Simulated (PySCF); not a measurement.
# H···H2O···H: magnetic exchange

Aim: compute the magnetic exchange of H···H2O···H.

Computed with PySCF 2.14.0 and routines of our own; the level stands in each step. Atoms count from 0.

## (1) The starting structure

5 atoms, charge 0, high-spin multiplicity 3; geometry from: GFN2-xTB fragments, placed rigidly.

The system (radical pair across a spacer): H···H2O···H. The radical centres are 3.40 Å apart, face to face; the spin sites are atom 0 (1 unpaired) and atom 1 (1 unpaired).

## (2) Magnetic exchange: CASSCF and SC-NEVPT2/def2-TZVP (2,2)

What the job is given:

```
{"job": {"kind": "cas", "basis": "def2-TZVP", "active": "magnetic", "zfs": true}, "charge": 0, "high_spin_multiplicity": 3, "spin_sites": [[[0], 1], [[1], 1]]}
H      0.000000     0.000000    -1.697500
H      0.000000     0.000000     1.697500
O     -0.000100     0.379400     0.000000
H      0.772200    -0.189700    -0.000000
H     -0.772200    -0.189700    -0.000000
```

Method: CASSCF and SC-NEVPT2/def2-TZVP spin states, gas phase.

Launch:

```bash
$ OMP_NUM_THREADS=1 python exch_run.py task.json out
```

The driver reads the jobs from task.json and runs them one after another.

Log:

```text
start orbitals: natural orbitals of the high-spin HF determinant (converged)
active space: 2 electrons in 2 orbitals, 5 closed; orbitals optimised for multiplicities 3 1
macro   0  E = -77.0136135999  dE =  0.000e+00  |g| = 7.311e-02
macro   1  E = -77.0146855657  dE = -1.072e-03  |g| = 2.431e-02
macro   2  E = -77.0147300992  dE = -4.453e-05  |g| = 1.514e-02
macro   3  E = -77.0147405396  dE = -1.044e-05  |g| = 1.054e-03
macro   4  E = -77.0147407602  dE = -2.206e-07  |g| = 3.349e-04
macro   5  E = -77.0147407830  dE = -2.284e-08  |g| = 6.375e-05
CASSCF converged, mean energy = -77.0147407830
2S+1 = 3  root 0  E(CAS) = -77.00968436  E(NEVPT2) = -77.27484400  occupations 1.000 1.000
2S+1 = 1  root 0  E(CAS) = -77.01979721  E(NEVPT2) = -77.28891081  occupations 1.340 0.660
2S+1 = 1  root 1  E(CAS) = -76.58931884  E(NEVPT2) = -77.06759853  occupations 1.000 1.000
2S+1 = 1  root 2  E(CAS) = -76.57271982  E(NEVPT2) = -77.07401285  occupations 1.340 0.660
D(spin-spin) = -0.1022 cm-1, E/D = 0.025
D(spin-orbit) = 0.0001 cm-1, D(total) = -0.1022 cm-1, E/D = 0.026
```

Run time: 0.8 s. Hardware: 1 thread of Arm Neoverse N1, shared host.

In short:

```tsv
quantity	value
J (CASSCF)	-1110 cm⁻¹
J (NEVPT2)	-1544 cm⁻¹
low less high spin (NEVPT2)	-8.8 kcal/mol
diradical index y0	0.66
zero-field D	-0.102 cm⁻¹
```

Mulliken spin populations of the high-spin state:

```tsv
atom	value (e)
H0	1.00
H1	1.00
O2	0.00
H3	0.00
H4	0.00
```

## (3) Magnetic exchange: HF/def2-TZVP

What the job is given:

```
{"job": {"kind": "bs", "xc": "HF", "basis": "def2-TZVP", "rks": true}, "charge": 0, "high_spin_multiplicity": 3, "spin_sites": [[[0], 1], [[1], 1]]}
H      0.000000     0.000000    -1.697500
H      0.000000     0.000000     1.697500
O     -0.000100     0.379400     0.000000
H      0.772200    -0.189700    -0.000000
H     -0.772200    -0.189700    -0.000000
```

With the program's defaults for keys left out, this is: HF/def2-TZVP high-spin, broken-symmetry and restricted single points, gas phase.

Log:

```text
high-spin state, multiplicity 3
final grid: 32696 points
cycle   1  E = -76.9628208641  dE = -2.731e-01  |g| = 2.816e-01  |ddm| = 1.134e+00
cycle   2  E = -77.0023115934  dE = -3.949e-02  |g| = 1.259e-01  |ddm| = 2.552e-01
cycle   3  E = -77.0101183085  dE = -7.807e-03  |g| = 4.719e-02  |ddm| = 1.131e-01
cycle   4  E = -77.0123334388  dE = -2.215e-03  |g| = 1.502e-02  |ddm| = 7.064e-02
cycle   5  E = -77.0127756733  dE = -4.422e-04  |g| = 5.749e-03  |ddm| = 3.930e-02
cycle   6  E = -77.0128409629  dE = -6.529e-05  |g| = 2.059e-03  |ddm| = 1.316e-02
cycle   7  E = -77.0128486343  dE = -7.671e-06  |g| = 5.186e-04  |ddm| = 3.939e-03
cycle   8  E = -77.0128490935  dE = -4.592e-07  |g| = 1.601e-04  |ddm| = 1.388e-03
cycle   9  E = -77.0128491382  dE = -4.467e-08  |g| = 6.235e-05  |ddm| = 3.407e-04
cycle  10  E = -77.0128491454  dE = -7.269e-09  |g| = 2.099e-05  |ddm| = 1.195e-04
converged SCF energy = -77.0128491454

broken-symmetry state, M_S = 0, start: spins of the second site flipped
final grid: 32696 points
cycle   1  E = -77.0162252250  dE = -8.318e-03  |g| = 2.295e-02  |ddm| = 1.114e-01
cycle   2  E = -77.0171052617  dE = -8.800e-04  |g| = 1.039e-02  |ddm| = 3.590e-02
cycle   3  E = -77.0173518018  dE = -2.465e-04  |g| = 5.528e-03  |ddm| = 2.323e-02
cycle   4  E = -77.0173956191  dE = -4.382e-05  |g| = 2.865e-03  |ddm| = 8.371e-03
cycle   5  E = -77.0174144284  dE = -1.881e-05  |g| = 3.613e-04  |ddm| = 9.159e-03
cycle   6  E = -77.0174146023  dE = -1.739e-07  |g| = 9.036e-05  |ddm| = 9.185e-04
cycle   7  E = -77.0174146142  dE = -1.191e-08  |g| = 2.571e-05  |ddm| = 2.164e-04
cycle   8  E = -77.0174146153  dE = -1.033e-09  |g| = 5.991e-06  |ddm| = 5.686e-05
converged SCF energy = -77.0174146153

<S^2> high spin = 2.0059, broken symmetry = 0.9729
E(HS) - E(BS) = 1002.00 cm-1
J_noodleman = -1002.00 cm-1
J_unprojected = -501.00 cm-1
J_yamaguchi = -969.96 cm-1

restricted closed-shell singlet
final grid: 32696 points
cycle   1  E = -76.9056371098  dE = -3.877e-02  |g| = 8.234e-02  |ddm| = 4.226e-01
cycle   2  E = -76.9123812776  dE = -6.744e-03  |g| = 5.183e-02  |ddm| = 1.400e-01
cycle   3  E = -76.9147326417  dE = -2.351e-03  |g| = 2.665e-02  |ddm| = 1.030e-01
cycle   4  E = -76.9152300808  dE = -4.974e-04  |g| = 5.909e-03  |ddm| = 5.328e-02
cycle   5  E = -76.9152525364  dE = -2.246e-05  |g| = 5.911e-04  |ddm| = 1.618e-02
cycle   6  E = -76.9152526654  dE = -1.290e-07  |g| = 1.257e-04  |ddm| = 8.544e-04
cycle   7  E = -76.9152526736  dE = -8.235e-09  |g| = 2.880e-05  |ddm| = 3.008e-04
converged SCF energy = -76.9152526736
```

Wall time 0.3 s (1 thread of Arm Neoverse N1, shared host); peak memory 0.18 GiB.

Key values:

```tsv
quantity	value
J (Yamaguchi)	-970 cm⁻¹
low less high spin, projected	-5.6 kcal/mol
closed shell less high spin (no spin gap: the broken-symmetry state lies far lower)	61.2 kcal/mol
```

## (4) Magnetic exchange: PBE0/def2-TZVP

What the job is given:

```
{"job": {"kind": "bs", "xc": "PBE0", "grid": 1, "basis": "def2-TZVP", "rks": true}, "charge": 0, "high_spin_multiplicity": 3, "spin_sites": [[[0], 1], [[1], 1]]}
H      0.000000     0.000000    -1.697500
H      0.000000     0.000000     1.697500
O     -0.000100     0.379400     0.000000
H      0.772200    -0.189700    -0.000000
H     -0.772200    -0.189700    -0.000000
```

With the program's defaults for keys left out, this is: PBE0/def2-TZVP high-spin, broken-symmetry and restricted single points, gas phase.

Log:

```text
high-spin state, multiplicity 3
final grid: 15072 points
cycle   1  E = -77.3524027185  dE = -6.748e-03  |g| = 1.477e-02  |ddm| = 1.286e-01
cycle   2  E = -77.3526045705  dE = -2.019e-04  |g| = 1.041e-02  |ddm| = 2.491e-02
cycle   3  E = -77.3526462371  dE = -4.167e-05  |g| = 7.212e-03  |ddm| = 8.865e-03
cycle   4  E = -77.3526687495  dE = -2.251e-05  |g| = 1.215e-03  |ddm| = 5.042e-03
cycle   5  E = -77.3526701938  dE = -1.444e-06  |g| = 2.801e-04  |ddm| = 1.806e-03
cycle   6  E = -77.3526702466  dE = -5.277e-08  |g| = 6.937e-05  |ddm| = 4.031e-04
cycle   7  E = -77.3526702495  dE = -2.865e-09  |g| = 1.024e-05  |ddm| = 6.209e-05
converged SCF energy = -77.3526702495

broken-symmetry state, M_S = 0, start: spins of the second site flipped
final grid: 15072 points
cycle   1  E = -77.3641900715  dE = -1.510e-02  |g| = 3.386e-02  |ddm| = 2.431e-01
cycle   2  E = -77.3647402050  dE = -5.501e-04  |g| = 4.131e-02  |ddm| = 6.081e-02
cycle   3  E = -77.3654297776  dE = -6.896e-04  |g| = 1.060e-02  |ddm| = 2.516e-02
cycle   4  E = -77.3655712110  dE = -1.414e-04  |g| = 1.639e-03  |ddm| = 2.650e-02
cycle   5  E = -77.3655755596  dE = -4.349e-06  |g| = 2.217e-04  |ddm| = 5.101e-03
cycle   6  E = -77.3655755890  dE = -2.947e-08  |g| = 4.400e-05  |ddm| = 2.342e-04
cycle   7  E = -77.3655755918  dE = -2.776e-09  |g| = 2.006e-05  |ddm| = 1.014e-04
converged SCF energy = -77.3655755918

<S^2> high spin = 2.0032, broken symmetry = 0.8295
E(HS) - E(BS) = 2832.40 cm-1
J_noodleman = -2832.40 cm-1
J_unprojected = -1416.20 cm-1
J_yamaguchi = -2413.10 cm-1

restricted closed-shell singlet
final grid: 15072 points
cycle   1  E = -77.3356410978  dE = -9.476e-03  |g| = 1.651e-01  |ddm| = 3.182e-01
cycle   2  E = -77.3215653610  dE =  1.408e-02  |g| = 3.243e-01  |ddm| = 2.021e-01
cycle   3  E = -77.3410175576  dE = -1.945e-02  |g| = 2.893e-03  |ddm| = 1.395e-01
cycle   4  E = -77.3410251766  dE = -7.619e-06  |g| = 1.911e-03  |ddm| = 8.325e-03
cycle   5  E = -77.3410260275  dE = -8.509e-07  |g| = 1.903e-04  |ddm| = 2.080e-03
cycle   6  E = -77.3410260356  dE = -8.149e-09  |g| = 3.795e-05  |ddm| = 2.352e-04
converged SCF energy = -77.3410260356
```

Wall time 1.5 s (1 thread of Arm Neoverse N1, shared host); peak memory 0.2 GiB.

In short:

```tsv
quantity	value
J (Yamaguchi)	-2413 cm⁻¹
low less high spin, projected	-13.8 kcal/mol
closed shell less high spin (no spin gap: the broken-symmetry state lies far lower)	7.3 kcal/mol
```

## (5) Magnetic exchange: CASSCF and SC-NEVPT2/def2-TZVP, X2C (2,2) in n-hexane

What the job is given:

```
{"job": {"kind": "cas", "basis": "def2-TZVP", "active": "magnetic", "zfs": true, "solvent": "n-hexane", "x2c": true}, "charge": 0, "high_spin_multiplicity": 3, "spin_sites": [[[0], 1], [[1], 1]]}
H      0.000000     0.000000    -1.697500
H      0.000000     0.000000     1.697500
O     -0.000100     0.379400     0.000000
H      0.772200    -0.189700    -0.000000
H     -0.772200    -0.189700    -0.000000
```

Level: CASSCF and SC-NEVPT2/def2-TZVP spin states, scalar X2C, IEF-PCM n-hexane.

Log:

```text
start orbitals: natural orbitals of the high-spin HF determinant (converged)
active space: 2 electrons in 2 orbitals, 5 closed; orbitals optimised for multiplicities 3 1
macro   0  E = -77.0669221410  dE =  0.000e+00  |g| = 7.414e-02
macro   1  E = -77.0680168740  dE = -1.095e-03  |g| = 2.486e-02
macro   2  E = -77.0680616875  dE = -4.481e-05  |g| = 1.538e-02
macro   3  E = -77.0680724130  dE = -1.073e-05  |g| = 1.040e-03
macro   4  E = -77.0680726216  dE = -2.087e-07  |g| = 3.259e-04
macro   5  E = -77.0680726417  dE = -2.005e-08  |g| = 5.078e-05
CASSCF converged, mean energy = -77.0680726417
2S+1 = 3  root 0  E(CAS) = -77.06299224  E(NEVPT2) = -77.32826930  occupations 1.000 1.000
2S+1 = 1  root 0  E(CAS) = -77.07315304  E(NEVPT2) = -77.34237689  occupations 1.342 0.658
2S+1 = 1  root 1  E(CAS) = -76.64323138  E(NEVPT2) = -77.12059853  occupations 1.000 1.000
2S+1 = 1  root 2  E(CAS) = -76.62641883  E(NEVPT2) = -77.12346239  occupations 1.342 0.658
D(spin-spin) = -0.1022 cm-1, E/D = 0.024
D(spin-orbit) = 0.0001 cm-1, D(total) = -0.1022 cm-1, E/D = 0.025
```

Run time: 0.8 s. Hardware: 1 thread of Arm Neoverse N1, shared host; peak memory 0.2 GiB.

The solvent's field is frozen at that of the high-spin determinant; only differences between these total energies have meaning.

Key values:

```tsv
quantity	value
J (CASSCF)	-1115 cm⁻¹
J (NEVPT2)	-1548 cm⁻¹
low less high spin (NEVPT2)	-8.9 kcal/mol
diradical index y0	0.66
zero-field D	-0.102 cm⁻¹
```

## (6) Magnetic exchange: PBE0/def2-TZVP, grid 4, other SCF options

What the job is given:

```
{"job": {"kind": "bs", "xc": "PBE0", "grid": 4, "basis": "def2-TZVP", "rks": true, "scf": {"guess": "huckel", "max_cycle": 89}}, "charge": 0, "high_spin_multiplicity": 3, "spin_sites": [[[0], 1], [[1], 1]]}
H      0.000000     0.000000    -1.697500
H      0.000000     0.000000     1.697500
O     -0.000100     0.379400     0.000000
H      0.772200    -0.189700    -0.000000
H     -0.772200    -0.189700    -0.000000
```

With the program's defaults for keys left out, this is: PBE0/def2-TZVP high-spin, broken-symmetry and restricted single points, gas phase.

Log:

```text
high-spin state, multiplicity 3
final grid: 91096 points
cycle   1  E = -77.1125925108  dE = -1.302e-01  |g| = 8.399e-01  |ddm| = 7.738e-01
cycle   2  E = -76.7358666183  dE =  3.767e-01  |g| = 1.247e+00  |ddm| = 1.238e+00
cycle   3  E = -77.3486379647  dE = -6.128e-01  |g| = 1.004e-01  |ddm| = 8.755e-01
cycle   4  E = -77.3525679318  dE = -3.930e-03  |g| = 1.411e-02  |ddm| = 6.675e-02
cycle   5  E = -77.3526674014  dE = -9.947e-05  |g| = 2.345e-03  |ddm| = 1.317e-02
cycle   6  E = -77.3526755213  dE = -8.120e-06  |g| = 9.674e-04  |ddm| = 4.100e-03
cycle   7  E = -77.3526763541  dE = -8.328e-07  |g| = 1.286e-04  |ddm| = 1.464e-03
cycle   8  E = -77.3526763705  dE = -1.633e-08  |g| = 2.110e-05  |ddm| = 2.204e-04
cycle   9  E = -77.3526763710  dE = -5.774e-10  |g| = 4.551e-06  |ddm| = 3.333e-05
converged SCF energy = -77.3526763710

broken-symmetry state, M_S = 0, start: spins of the second site flipped
final grid: 91096 points
cycle   1  E = -77.3641960859  dE = -1.510e-02  |g| = 3.387e-02  |ddm| = 2.431e-01
cycle   2  E = -77.3647457468  dE = -5.497e-04  |g| = 4.133e-02  |ddm| = 6.081e-02
cycle   3  E = -77.3654357449  dE = -6.900e-04  |g| = 1.060e-02  |ddm| = 2.516e-02
cycle   4  E = -77.3655771275  dE = -1.414e-04  |g| = 1.639e-03  |ddm| = 2.649e-02
cycle   5  E = -77.3655814755  dE = -4.348e-06  |g| = 2.217e-04  |ddm| = 5.101e-03
cycle   6  E = -77.3655815050  dE = -2.946e-08  |g| = 4.399e-05  |ddm| = 2.342e-04
cycle   7  E = -77.3655815077  dE = -2.774e-09  |g| = 2.006e-05  |ddm| = 1.014e-04
converged SCF energy = -77.3655815077

<S^2> high spin = 2.0032, broken symmetry = 0.8295
E(HS) - E(BS) = 2832.35 cm-1
J_noodleman = -2832.35 cm-1
J_unprojected = -1416.18 cm-1
J_yamaguchi = -2413.08 cm-1

restricted closed-shell singlet
final grid: 91096 points
cycle   1  E = -76.2885011744  dE =  4.364e-01  |g| = 2.332e+00  |ddm| = 1.993e+00
cycle   2  E = -73.8598349660  dE =  2.429e+00  |g| = 3.321e+00  |ddm| = 4.036e+00
cycle   3  E = -77.2612594100  dE = -3.401e+00  |g| = 6.013e-01  |ddm| = 3.676e+00
cycle   4  E = -77.3381683968  dE = -7.691e-02  |g| = 1.097e-01  |ddm| = 3.531e-01
cycle   5  E = -77.3409360947  dE = -2.768e-03  |g| = 2.248e-02  |ddm| = 8.105e-02
cycle   6  E = -77.3410296370  dE = -9.354e-05  |g| = 1.072e-03  |ddm| = 1.175e-02
cycle   7  E = -77.3410300169  dE = -3.799e-07  |g| = 8.937e-04  |ddm| = 1.612e-03
cycle   8  E = -77.3410301491  dE = -1.322e-07  |g| = 3.139e-04  |ddm| = 4.485e-04
cycle   9  E = -77.3410301691  dE = -1.992e-08  |g| = 1.903e-05  |ddm| = 1.784e-04
cycle  10  E = -77.3410301691  dE = -7.549e-11  |g| = 1.824e-06  |ddm| = 1.417e-05
converged SCF energy = -77.3410301691
```

Run time: 8.3 s. Hardware: 1 thread of Arm Neoverse N1, shared host; peak memory 0.32 GiB.

Key values:

```tsv
quantity	value
J (Yamaguchi)	-2413 cm⁻¹
low less high spin, projected	-13.8 kcal/mol
closed shell less high spin (no spin gap: the broken-symmetry state lies far lower)	7.3 kcal/mol
```

## (7) Magnetic exchange (H4O (quartet)): CASSCF and SC-NEVPT2/def2-TZVP

What the job is given:

```
{"job": {"kind": "cas", "basis": "def2-TZVP", "active": "magnetic", "zfs": true}, "charge": 0, "high_spin_multiplicity": 4, "spin_sites": [[[0], 1], [[1], 1]]}
H      0.000000     0.000000    -1.697500
H      0.000000     0.000000     1.697500
O     -0.000100     0.379400     0.000000
H      0.772200    -0.189700    -0.000000
H     -0.772200    -0.189700    -0.000000
```

With the program's defaults for keys left out, this is: CASSCF and SC-NEVPT2/def2-TZVP spin states, gas phase.

Log:

```text
RuntimeError: Electron number 12 and spin 3 are not consistent
Note mol.spin = 2S = Nalpha - Nbeta, not 2S+1
```

Hardware: 1 thread of Arm Neoverse N1, shared host.

**What went wrong.** Charge and multiplicity don't fit the number of electrons: an even count needs an odd multiplicity, and the reverse. Cure: mend the charge or the multiplicity.

## (8) Spin gaps side by side

J for H = −2J S1·S2; the gap is low spin less high spin (projected; unprojected where the broken-symmetry state collapsed; or NEVPT2):

```tsv
step	level	geometry	J (cm⁻¹)	gap (kcal/mol)	time
2	CASSCF and SC-NEVPT2/def2-TZVP (2,2)	one	-1544	-8.8	0.8 s
3	HF/def2-TZVP	one	-970	-5.6	0.3 s
4	PBE0/def2-TZVP	one	-2413	-13.8	1.5 s
5	CASSCF and SC-NEVPT2/def2-TZVP, X2C (2,2) in n-hexane	one	-1548	-8.9	0.8 s
6	PBE0/def2-TZVP, grid 4, other SCF options	one	-2413	-13.8	8.3 s
```

CASSCF times leave out a start SCF that an earlier step had already made.

## (9) Results

| quantity | value |
| --- | --- |
| J (CASSCF) (step 2, CASSCF and SC-NEVPT2/def2-TZVP (2,2)) | -1110 cm⁻¹ |
| J (NEVPT2) (step 2, CASSCF and SC-NEVPT2/def2-TZVP (2,2)) | -1544 cm⁻¹ |
| low less high spin (NEVPT2) (step 2, CASSCF and SC-NEVPT2/def2-TZVP (2,2)) | -8.8 kcal/mol |
| diradical index y0 (step 2, CASSCF and SC-NEVPT2/def2-TZVP (2,2)) | 0.66 |
| J | -2413 (PBE0/def2-TZVP) to -970 cm⁻¹ (HF/def2-TZVP) |
| runs | 1 failed, 0 ended on unsound input |

The levels with a meaningful J put the low-spin state lower (antiferromagnetic coupling), from -2413 to -970 cm⁻¹.
